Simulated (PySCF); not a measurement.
PySCF input (M06-L/def2-TZVPD):

```python
from pyscf import gto, scf, dft

mol = gto.M(
    atom='''
    N    -0.00000000   -0.00000000   -0.54544247
    N     0.00000000    0.00000000    0.54544247
    ''',
    basis='def2-tzvpd',
    charge=0,
    spin=0,
    verbose=4,
)

mf = dft.RKS(mol, xc='m06l').density_fit(auxbasis='def2-universal-jkfit')
mf.grids.level = 4
mf.conv_tol = 1e-9
mf.max_cycle = 100
mf.max_memory = 1500
mf.kernel()
if not mf.converged:
    mf = mf.newton()
    mf.kernel(mf.make_rdm1())
mf.analyze()
```

End of the output:

```
Extra cycle  E= -109.558389983979  delta_E= 5.68e-14  |g|= 1.75e-07  |ddm|= 2.77e-05
converged SCF energy = -109.558389983979
**** SCF Summaries ****
Total Energy =                        -109.558389983978770
Nuclear Repulsion Energy =              23.769402605448018
One-electron Energy =                 -194.958373299759018
Two-electron Energy =                   61.630580710332239
Two-electron Coulomb Energy =           75.352116122528031
DFT Exchange-Correlation Energy =      -13.721535412195788
HOMO-LUMO gap [eV] =                     8.990961266198960
**** MO energy ****
MO #1   energy= -14.2649750985152  occ= 2
MO #2   energy= -14.2635777038612  occ= 2
MO #3   energy= -1.07822932861271  occ= 2
MO #4   energy= -0.520175451918305 occ= 2
MO #5   energy= -0.435136638672784 occ= 2
MO #6   energy= -0.435136638672766 occ= 2
MO #7   energy= -0.381063812953769 occ= 2
MO #8   energy= -0.0506520779693505 occ= 0
MO #9   energy= -0.0506520779693504 occ= 0
MO #10  energy= 0.0711575032587927 occ= 0
MO #11  energy= 0.100076096607518  occ= 0
MO #12  energy= 0.24718350789724   occ= 0
MO #13  energy= 0.287956205118121  occ= 0
MO #14  energy= 0.287956247670955  occ= 0
MO #15  energy= 0.297596009329234  occ= 0
MO #16  energy= 0.297596009329277  occ= 0
MO #17  energy= 0.305771590688909  occ= 0
MO #18  energy= 0.305771590688914  occ= 0
MO #19  energy= 0.345056479510255  occ= 0
MO #20  energy= 0.442949987846175  occ= 0
MO #21  energy= 0.442949994542381  occ= 0
MO #22  energy= 0.462335891012217  occ= 0
MO #23  energy= 0.46233589101226   occ= 0
MO #24  energy= 0.471033506597815  occ= 0
MO #25  energy= 0.496461526252234  occ= 0
MO #26  energy= 0.655730235125361  occ= 0
MO #27  energy= 0.696824299421383  occ= 0
MO #28  energy= 0.742748976028488  occ= 0
MO #29  energy= 0.742748976028538  occ= 0
MO #30  energy= 1.01583839652426   occ= 0
MO #31  energy= 1.08923147698248   occ= 0
MO #32  energy= 1.08923205373467   occ= 0
MO #33  energy= 1.23101262640548   occ= 0
MO #34  energy= 1.2310126264055    occ= 0
MO #35  energy= 1.46332319331125   occ= 0
MO #36  energy= 1.46332364372788   occ= 0
MO #37  energy= 1.54023112385395   occ= 0
MO #38  energy= 1.70506723482064   occ= 0
MO #39  energy= 1.70506723482065   occ= 0
MO #40  energy= 1.94784528410067   occ= 0
MO #41  energy= 2.02625608009467   occ= 0
MO #42  energy= 2.02625608009469   occ= 0
MO #43  energy= 2.21222896168419   occ= 0
MO #44  energy= 2.50819770305735   occ= 0
MO #45  energy= 2.57715724364255   occ= 0
MO #46  energy= 2.57715724364262   occ= 0
MO #47  energy= 2.71931151783456   occ= 0
MO #48  energy= 2.94394780794623   occ= 0
MO #49  energy= 3.56551381586897   occ= 0
MO #50  energy= 3.56551543941946   occ= 0
MO #51  energy= 3.70162362765      occ= 0
MO #52  energy= 3.70162362765001   occ= 0
MO #53  energy= 3.7783937773549    occ= 0
MO #54  energy= 3.77839377735491   occ= 0
MO #55  energy= 4.21130821364638   occ= 0
MO #56  energy= 4.21130821364641   occ= 0
MO #57  energy= 4.24206390979743   occ= 0
MO #58  energy= 4.58302662703068   occ= 0
MO #59  energy= 4.58303685968321   occ= 0
MO #60  energy= 4.60392731752437   occ= 0
MO #61  energy= 4.60392731752438   occ= 0
MO #62  energy= 4.69874269017505   occ= 0
MO #63  energy= 4.6987551244485    occ= 0
MO #64  energy= 5.08128697445181   occ= 0
MO #65  energy= 5.0812875435223    occ= 0
MO #66  energy= 5.18611427034523   occ= 0
MO #67  energy= 5.18611427034526   occ= 0
MO #68  energy= 5.1941301723257    occ= 0
MO #69  energy= 6.31297617350029   occ= 0
MO #70  energy= 6.47882422718343   occ= 0
MO #71  energy= 6.47882422718353   occ= 0
MO #72  energy= 6.75292379438984   occ= 0
MO #73  energy= 31.7687999407214   occ= 0
MO #74  energy= 32.5540029771157   occ= 0
 ** Mulliken pop on meta-lowdin orthogonal AOs  **
 ** Mulliken pop  **
pop of  0 N 1s            1.99994
pop of  0 N 2s            1.60946
pop of  0 N 3s            0.02179
pop of  0 N 4s            0.00028
pop of  0 N 5s            0.00014
pop of  0 N 6s            0.00002
pop of  0 N 2px           0.99314
pop of  0 N 2py           0.99314
pop of  0 N 2pz           1.34985
pop of  0 N 3px           0.00159
pop of  0 N 3py           0.00159
pop of  0 N 3pz           0.00500
pop of  0 N 4px           0.00012
pop of  0 N 4py           0.00012
pop of  0 N 4pz           0.00025
pop of  0 N 3dxy          0.00000
pop of  0 N 3dyz          0.00437
pop of  0 N 3dz^2         0.01129
pop of  0 N 3dxz          0.00437
pop of  0 N 3dx2-y2       0.00000
pop of  0 N 4dxy          0.00000
pop of  0 N 4dyz          0.00010
pop of  0 N 4dz^2         0.00052
pop of  0 N 4dxz          0.00010
pop of  0 N 4dx2-y2       0.00000
pop of  0 N 5dxy          0.00000
pop of  0 N 5dyz          0.00022
pop of  0 N 5dz^2         0.00011
pop of  0 N 5dxz          0.00022
pop of  0 N 5dx2-y2       0.00000
pop of  0 N 4f-3          0.00000
pop of  0 N 4f-2          0.00000
pop of  0 N 4f-1          0.00046
pop of  0 N 4f+0          0.00134
pop of  0 N 4f+1          0.00046
pop of  0 N 4f+2          0.00000
pop of  0 N 4f+3          0.00000
pop of  1 N 1s            1.99994
pop of  1 N 2s            1.60946
pop of  1 N 3s            0.02179
pop of  1 N 4s            0.00028
pop of  1 N 5s            0.00014
pop of  1 N 6s            0.00002
pop of  1 N 2px           0.99314
pop of  1 N 2py           0.99314
pop of  1 N 2pz           1.34985
pop of  1 N 3px           0.00159
pop of  1 N 3py           0.00159
pop of  1 N 3pz           0.00500
pop of  1 N 4px           0.00012
pop of  1 N 4py           0.00012
pop of  1 N 4pz           0.00025
pop of  1 N 3dxy          0.00000
pop of  1 N 3dyz          0.00437
pop of  1 N 3dz^2         0.01129
pop of  1 N 3dxz          0.00437
pop of  1 N 3dx2-y2       0.00000
pop of  1 N 4dxy          0.00000
pop of  1 N 4dyz          0.00010
pop of  1 N 4dz^2         0.00052
pop of  1 N 4dxz          0.00010
pop of  1 N 4dx2-y2       0.00000
pop of  1 N 5dxy          0.00000
pop of  1 N 5dyz          0.00022
pop of  1 N 5dz^2         0.00011
pop of  1 N 5dxz          0.00022
pop of  1 N 5dx2-y2       0.00000
pop of  1 N 4f-3          0.00000
pop of  1 N 4f-2          0.00000
pop of  1 N 4f-1          0.00046
pop of  1 N 4f+0          0.00134
pop of  1 N 4f+1          0.00046
pop of  1 N 4f+2          0.00000
pop of  1 N 4f+3          0.00000
 ** Mulliken atomic charges  **
charge of    0N =     -0.00000
charge of    1N =      0.00000
Dipole moment(X, Y, Z, Debye):  0.00000,  0.00000,  0.00000
```
